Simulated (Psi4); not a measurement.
**PHF2 (difluorophosphine): levels of theory compared**

Wanted: a comparison of 3 runs (SCAN0/cc-pVTZ-F12, MP2/3-21G, SCS-OMP2/aug-cc-pVDZ) of PHF2 (difluorophosphine). 

Program for the calculation: Psi4 1.11.

2 further runs of the same task are left out: 2 that didn't finish.

### 1 The system as given

PHF2 has 4 atoms, charge 0, and is taken as a singlet. SMILES: `FPF`. Geometry: relaxed at GFN2-xTB.

Bond lengths: F1–P2 1.617 Å, P2–F3 1.617 Å, P2–H4 1.418 Å. Angles: F1–P2–F3 94.7°, F1–P2–H4 92.6°, F3–P2–H4 92.6°.

### 2 Energy and gradient at SCAN0/cc-pVTZ-F12 (density fitting) (run 1)

calc.in reads:

```
memory 1600 MB

molecule system {
  0 1
  F      2.26899416     1.14116781    -0.46118766
  P     -0.03930630    -0.81828921    -0.86927402
  F     -2.22451000     1.25757494    -0.36970602
  H     -0.00517785    -1.58045355     1.70016770
  units bohr
}

set reference rks

energy_value, wavefunction = gradient("scan0/cc-pVTZ-F12", return_wfn=True)
print_variables()
```

Command:

```bash
$ psi4 calc.in calc.out -n 1
```

calc.out:

```text
[...]
  Running in c1 symmetry.
[...]
  Nuclear repulsion =  116.320293543093484
[...]
  Multiplicity = 1
[...]
  Nalpha       = 17
  Nbeta        = 17
[...]
    Number of basis functions: 186
[...]
   @DF-RKS iter   1:  -541.65593753539156   -3.49927e-01   2.74852e-03 ADIIS/DIIS
[...]
   @DF-RKS iter  11:  -541.71929681973029   -1.81899e-12   1.33802e-09 DIIS
[...]
    Orbital Energies [Eh]
    ---------------------
    Doubly Occupied:
       1A    -77.685273     2A    -24.965899     3A    -24.965855
       4A     -6.834870     5A     -4.923601     6A     -4.920480
       7A     -4.912237     8A     -1.310563     9A     -1.278077
      10A     -0.698570    11A     -0.560075    12A     -0.547596
      13A     -0.523238    14A     -0.479352    15A     -0.458291
      16A     -0.450814    17A     -0.316079
[...]
  @DF-RKS Final Energy:  -541.71929681973029
   => Energetics <=
    Nuclear Repulsion Energy =            116.3202935430934843
    One-Electron Energy =                -982.7803574166172211
    Two-Electron Energy =                 358.4861665545277560
    DFT Exchange-Correlation Energy =     -33.7453995007342726
    Empirical Dispersion Energy =           0.0000000000000000
    VV10 Nonlocal Energy =                  0.0000000000000000
    Total Energy =                       -541.7192968197302889
[...]
  -Total Gradient:
     Atom            X                  Y                   Z
    ------   -----------------  -----------------  -----------------
       1       -0.011078281179    -0.003201841330     0.003930652748
       2       -0.002688130159    -0.069031090632    -0.042001205919
       3        0.011034930100    -0.003742460960     0.003431514408
       4        0.000261498056     0.007289134839     0.001025529059
[...]
```

It took 22 s on 1 thread of AMD EPYC 7B13 (Zen 3), shared host; peak memory 1.3 GiB.

### 3 A single-point energy at MP2/3-21G (run 2)

f2hp.xyz reads:

```xyz
4
F2HP
F      1.200700     0.603880    -0.244050
P     -0.020800    -0.433020    -0.460000
F     -1.177160     0.665480    -0.195640
H     -0.002740    -0.836340     0.899690
```

calc.py reads:

```python
import psi4

psi4.set_memory('1600 MB')
psi4.set_num_threads(1)
psi4.set_output_file('psi4.out', False)

with open('f2hp.xyz') as f:
    atoms = ''.join(f.readlines()[2:])
m = psi4.geometry('0 1\n' + atoms + 'symmetry c1\nno_reorient\nno_com')

psi4.set_options({
    'puream': True,
    'e_convergence': 1e-09,
    'd_convergence': 1e-08,
    'scf_type': 'pk',
    'num_frozen_docc': 7,
    'mp2_type': 'conv',
})

energy_value, wavefunction = psi4.energy("mp2/3-21G", return_wfn=True)
print(f'mp2/3-21G energy: {energy_value:.10f} Eh')
```

Command:

```bash
$ python calc.py
```

psi4.out:

```text
[...]
  Running in c1 symmetry.
[...]
  Nuclear repulsion =  116.320293508718038
[...]
  Multiplicity = 1
[...]
  Nalpha       = 17
  Nbeta        = 17
[...]
    Number of basis functions: 33
[...]
   @RHF iter   1:  -537.33877063897955   -6.17713e-01   1.05439e-02 DIIS/ADIIS
[...]
   @RHF iter  11:  -537.39161931702415   -5.68434e-13   3.95512e-09 DIIS
[...]
  @RHF Final Energy:  -537.39161931702415
   => Energetics <=
    Nuclear Repulsion Energy =            116.3202935087180379
    One-Electron Energy =                -979.0307291949172850
    Two-Electron Energy =                 325.3188163691751242
    Total Energy =                       -537.3916193170241513
[...]
 Multipole Moments:
 ------------------------------------------------------------------------------------
     Multipole            Electronic (a.u.)      Nuclear  (a.u.)        Total (a.u.)
 ------------------------------------------------------------------------------------
 L = 1.  Multiply by 2.5417464519 to convert [e a0] to [Debye]
 Dipole X            :          0.1659264           -0.1944150           -0.0284887
 Dipole Y            :         -8.7593739            7.7338931           -1.0254807
 Dipole Z            :         18.7338226          -18.8169857           -0.0831631
 Magnitude           :                                                    1.0292417
[...]
	SCS-MP2 Total Energy (a.u.)        :  -537.67824282743538
	SOS-MP2 Total Energy (a.u.)        :  -537.65407047899510
	SCSN-MP2 Total Energy (a.u.)       :  -537.51924931678855
[...]
	SOS-PI-MP2 Total Energy (a.u.)     :  -537.69781233932360
[...]
	MP2 Total Energy (a.u.)            :  -537.68284566398734
[...]
```

Standard output:

```text
mp2/3-21G energy: -537.6828456640 Eh
```

It took 2.3 s on 1 thread of AMD EPYC 7B13 (Zen 3), shared host; peak memory 0.18 GiB.

### 4 The energy at SCS-OMP2/aug-cc-pVDZ (fitted SCF) (run 3)

f2hp.inp reads:

```
memory 1.6 GB

molecule geom {
  0 1
  F
  P 1 R2
  F 2 R3 1 A3
  H 2 R4 3 A4 1 D4

  R2 = 1.616743
  R3 = 1.616712
  A3 = 94.74837
  R4 = 1.418362
  A4 = 92.61156
  D4 = 92.79116
  units angstrom
}

set basis aug-cc-pVDZ
set reference rhf
set scf_type df
set mp2_type conv

e_tot = energy("scs-omp2")
```

Command:

```bash
$ psi4 -n 1 f2hp.inp f2hp.out
```

f2hp.out:

```text
[...]
  Running in c1 symmetry.
[...]
  Nuclear repulsion =  116.320287340237300
[...]
  Multiplicity = 1
[...]
  Nalpha       = 17
  Nbeta        = 17
[...]
    Number of basis functions: 82
[...]
   @DF-RHF iter   1:  -540.20056094062579   -5.81791e-01   4.63602e-03 DIIS/ADIIS
[...]
   @DF-RHF iter  11:  -540.26002459389008   -2.04636e-12   6.62135e-09 DIIS
[...]
  @DF-RHF Final Energy:  -540.26002459389008
   => Energetics <=
    Nuclear Repulsion Energy =            116.3202873402373001
    One-Electron Energy =                -981.9490854037609324
    Two-Electron Energy =                 325.3687734696335383
    Total Energy =                       -540.2600245938900798
[...]
 Multipole Moments:
 ------------------------------------------------------------------------------------
     Multipole            Electronic (a.u.)      Nuclear  (a.u.)        Total (a.u.)
 ------------------------------------------------------------------------------------
 L = 1.  Multiply by 2.5417464519 to convert [e a0] to [Debye]
 Dipole X            :          1.1012599           -1.3648141           -0.2635542
 Dipole Y            :         -0.2225641            0.7698549            0.5472908
 Dipole Z            :         -0.2036304            0.7074877            0.5038573
 Magnitude           :                                                    0.7892149
[...]
	SCS-MP2 Total Energy (a.u.)        :  -540.79396421387128
	SOS-MP2 Total Energy (a.u.)        :  -540.78588328984438
[...]
	MP2 Total Energy (a.u.)            :  -540.81904158974589
[...]
	SCS-OMP2 Total Energy (a.u.)       :  -540.80083825518045
	SOS-OMP2 Total Energy (a.u.)       :  -540.75007231067912
[...]
	OMP2 Total Energy (a.u.)           :  -540.81904151444701
[...]
```

Run time: 44 s. Hardware: 1 thread of AMD EPYC 7B13 (Zen 3), shared host; peak memory 0.43 GiB.

### 5 All runs side by side

```csv
run,level,task,integrals,energy (Eh),HOMO energy (eV),LUMO energy (eV),HOMO–LUMO gap (eV),wall time
1,SCAN0/cc-pVTZ-F12 (density fitting),gradient,df,-541.719297,-8.60,-0.99,7.61,22 s
2,MP2/3-21G,energy,pk,-537.682846,-11.67,3.58,15.26,2.3 s
3,SCS-OMP2/aug-cc-pVDZ (fitted SCF),energy,df,-540.800838,-11.70,1.09,12.79,44 s
```

### 6 What came out

```
                                    quantity          value
                         run 3: total energy  -540.80084 Eh
  run 3: HOMO energy (Hartree–Fock orbitals)      -11.70 eV
  run 3: LUMO energy (Hartree–Fock orbitals)        1.09 eV
run 3: HOMO–LUMO gap (Hartree–Fock orbitals)       12.79 eV
                   run 3: correlation energy     -540.8 mEh
```

All runs together took 69 s, the longest 44 s.
